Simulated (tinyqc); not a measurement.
Worked calculation: RHF in the sto-6g basis, for OH-, spin multiplicity 1. The basis has no diffuse functions, so it cannot describe the extra electron: this is an exercise in the method, not the real anion. One step of it, computed by the program tinyqc.

Question. Iteration 3: building the Fock matrix. J_ij = sum D_kl (ij|kl), K_ij = sum D_kl (ik|jl); F = H + J - 0.5 K; E = tr D H + tr D J / 2 - 0.25 tr D K + E_nn.

D after iteration 2, lower triangle:
```
            1O 1s      1O 2s     1O 2px     1O 2py    1O 2pz     2H 1s
1O 1s    2.106726
1O 2s   -0.462162   2.042152
1O 2px   0.012270  -0.075932   1.989327
1O 2py   0.006920  -0.042823  -0.006019   1.996605
1O 2pz   0.096078  -0.517335  -0.128404  -0.072415  0.789551
2H 1s   -0.015738  -0.125484   0.143043   0.080671  0.756234  0.866412
```

core Hamiltonian H = T + V (hartree), lower triangle:
```
             1O 1s      1O 2s     1O 2px     1O 2py     1O 2pz      2H 1s
1O 1s   -32.419740
1O 2s    -7.160248  -8.643331
1O 2px    0.000000   0.000000  -6.922935
1O 2py    0.000000   0.000000   0.000000  -6.922935
1O 2pz   -0.012830  -0.147799   0.000000   0.000000  -7.016843
2H 1s    -1.294825  -2.834699   0.000000   0.000000  -2.084243  -4.293624
```

Two-electron integrals (ij|kl) in chemists' order, unique and non-zero (hartree):
```
(11|11) 4.787491   (21|11) 0.675884   (21|21) 0.121505   (22|11) 1.117379
(22|21) 0.249212   (22|22) 0.817383   (31|31) 0.025762   (32|31) 0.039145
(32|32) 0.180664   (33|11) 1.117381   (33|21) 0.249212   (33|22) 0.817382
(33|33) 0.880663   (41|41) 0.025762   (42|41) 0.039145   (42|42) 0.180664
(43|43) 0.047461   (44|11) 1.117381   (44|21) 0.249212   (44|22) 0.817382
(44|33) 0.785741   (44|44) 0.880663   (51|51) 0.025762   (52|51) 0.039145
(52|52) 0.180664   (53|53) 0.047461   (54|54) 0.047461   (55|11) 1.117381
(55|21) 0.249212   (55|22) 0.817382   (55|33) 0.785741   (55|44) 0.785741
(55|55) 0.880663   (61|11) 0.129272   (61|21) 0.022282   (61|22) 0.044724
(61|33) 0.044628   (61|44) 0.044628   (61|51) 0.001092   (61|52) 0.002137
(61|55) 0.044915   (61|61) 0.004165   (62|11) 0.323632   (62|21) 0.073236
(62|22) 0.267142   (62|33) 0.262641   (62|44) 0.262641   (62|51) 0.005878
(62|52) 0.043954   (62|55) 0.276142   (62|61) 0.013512   (62|62) 0.110084
(63|31) 0.008012   (63|32) 0.045515   (63|53) 0.009002   (63|63) 0.015295
(64|41) 0.008012   (64|42) 0.045515   (64|54) 0.009002   (64|64) 0.015295
(65|11) 0.238184   (65|21) 0.054650   (65|22) 0.212588   (65|33) 0.203110
(65|44) 0.203110   (65|51) 0.011817   (65|52) 0.078269   (65|55) 0.231544
(65|61) 0.010528   (65|62) 0.106492   (65|65) 0.117119   (66|11) 0.477407
(66|21) 0.110046   (66|22) 0.460045   (66|33) 0.441990   (66|44) 0.441990
(66|51) 0.011108   (66|52) 0.114610   (66|55) 0.496154   (66|61) 0.020494
(66|62) 0.243935   (66|65) 0.269136   (66|66) 0.774999
```

nuclear repulsion = 3.90897293 hartree

Give: Coulomb J; exchange K; Fock matrix F; total energy of this density.

Answer.

Coulomb J (hartree), lower triangle:
```
          1O 1s    1O 2s   1O 2px   1O 2py  1O 2pz   2H 1s
1O 1s   17.7677
1O 2s    3.1696   8.3479
1O 2px  -0.0030  -0.0135   8.3568
1O 2py  -0.0017  -0.0076  -0.0006   8.3575
1O 2pz  -0.0096   0.0272  -0.0096  -0.0054  8.3295
2H 1s    0.5846   2.7246  -0.0047  -0.0026  2.1824  4.8972
```

exchange K (hartree), lower triangle:
```
          1O 1s    1O 2s   1O 2px   1O 2py  1O 2pz   2H 1s
1O 1s    9.8280
1O 2s    1.5447   2.6501
1O 2px  -0.0003  -0.0282   2.2864
1O 2py  -0.0002  -0.0159  -0.0050   2.2925
1O 2pz   0.0018  -0.1615  -0.0766  -0.0432  1.7032
2H 1s    0.3060   0.9590   0.0154   0.0087  0.7980  1.2830
```

Fock matrix F (hartree), lower triangle:
```
           1O 1s    1O 2s   1O 2px   1O 2py   1O 2pz    2H 1s
1O 1s   -19.5660
1O 2s    -4.7631  -1.6204
1O 2px   -0.0029   0.0006   0.2907
1O 2py   -0.0016   0.0004   0.0019   0.2884
1O 2pz   -0.0233  -0.0399   0.0287   0.0162   0.4610
2H 1s    -0.8632  -0.5896  -0.0124  -0.0070  -0.3009  -0.0379
```

total energy of this density = -74.758947 hartree
